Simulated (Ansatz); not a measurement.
```yaml
crystal:
  periodic: [false, false, false]
  atoms:
    - {symbol: Y, position_ang: [0.000000, 0.000000, 0.000000]}
    - {symbol: Ge, position_ang: [0.000000, 0.000000, 2.650000]}
basis:
  gaussian: {orbitals: def2-TZVP}
total_charge: 1
magnetization: {spin_polarized: true, initial_magnetization: 4}
hamiltonian: {xc: pbe0}
relax: {f_tol: 0.004, max_steps: 80}
```

```sh
$ ansatz run in.yaml --threads 1 --pin off --events-out ev --progress --plain --max-ram 2176MiB
```

Steps of the relaxation (energy above the last step; positions in Å, forces in eV/Å):

```
2
step 1, 0.5 meV
Y     0.000    0.000    0.000    0.000    0.000   -0.089
Ge    0.000    0.000    2.650    0.000    0.000    0.089
```

```
2
step 2, 0.0 meV
Y     0.000    0.000   -0.006    0.000    0.000    0.018
Ge    0.000    0.000    2.656    0.000    0.000   -0.018
```

```
2
step 3, 0.0 meV
Y     0.000    0.000   -0.005    0.000    0.000    0.000
Ge    0.000    0.000    2.655    0.000    0.000    0.000
```

Close pairs at the end: Y1–Ge2 2.661 Å.

A stationary point of unrestricted PBE0 after 3 steps, with ⟨S²⟩ = 6.002 against 6.00 for a pure state. 43 s on 1 thread of Arm Neoverse V2, shared host.
